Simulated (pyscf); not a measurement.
Four-centre exchange: `[BH2][Cl]` + `[NH3]` → `[NH2][BH][Cl]` + `[H][H]`

Gas phase, singlet surface, charge 0. Bonds broken: B1–H3, N5–H6. Bonds formed: B1–N5, H3–H6. Structures and frequencies: ωB97X-D3(BJ)/def2-SVP in PySCF.

Transition state (Å):

```xyz
8

B     -0.1983     0.3784     0.0202
Cl     1.3244     0.2258    -0.9486
H      0.1817     0.9594     1.2245
H     -1.0541     1.1283    -0.3830
N     -0.7467    -0.9517     0.6185
H     -0.2604     0.0848     1.4016
H     -1.7050    -1.1997     0.3942
H     -0.1185    -1.7480     0.5546
```

One imaginary mode, 1410i cm⁻¹; descent along it reached the two sides named, in the forms told below.

```csv
bond,change,reactant side (Å),saddle,product side
B1–H3,breaks,1.218,1.390,3.7
N5–H6,breaks,1.022,1.387,4.8
B1–N5,forms,1.641,1.558,1.390
H3–H6,forms,2.596,0.996,0.761
```

Electronic energies relative to the separated reactants (kcal/mol):

```tsv
level	barrier	reaction energy	reverse barrier
ωB97X-D3(BJ)/def2-TZVP	12.8	-29.1	41.9
PBE/def2-TZVP	7.0	-29.9	36.9
r²SCAN/def2-TZVP	8.7	-30.8	39.5
B3LYP-D3(BJ)/def2-TZVP	13.4	-29.8	43.3
PBE0-D3(BJ)/def2-TZVP	7.9	-29.7	37.6
M06-2X/def2-TZVP	12.2	-30.8	43.0
ωB97M-D3(BJ)/def2-TZVP	12.6	-29.4	42.0
HF/def2-TZVP	32.2	-24.9	57.1
```

With ωB97M-D3(BJ)/def2-TZVP energies and thermal terms (ideal gas, 1 atm, RRHO with modes under 100 cm⁻¹ raised to 100, one conformer, R ln 2 for chiral ones without a mode under 150 cm⁻¹), in kcal/mol:

| T (K) | ΔH‡ | ΔG‡ | ΔH | ΔG |
|---|---|---|---|---|
| 298 | 11.8 | 22.0 | -31.9 | -29.9 |
| 600 | 11.7 | 32.5 | -30.8 | -28.3 |
| 900 | 12.2 | 42.8 | -29.9 | -27.2 |
| 1200 | 13.0 | 52.9 | -29.1 | -26.4 |

On the reactant side the descent ends in an adduct with a B–N contact, 30.5 kcal/mol under the separated species and 43.3 kcal/mol under the saddle at ωB97X-D3(BJ)/def2-TZVP. What is counted as formed (B–N) is already present as a longer contact in the reactant adduct; forming that adduct is a step of its own. At the saddle there is also a short B–H contact that neither side keeps. The same reactants have a lower exit, to H₂B–NH₂ + HCl (barrier +1.7 kcal/mol at ωB97M-D3(BJ)/def2-TZVP, against +12.6 kcal/mol here). This is the saddle that the search found; another between the same sides may lie lower.
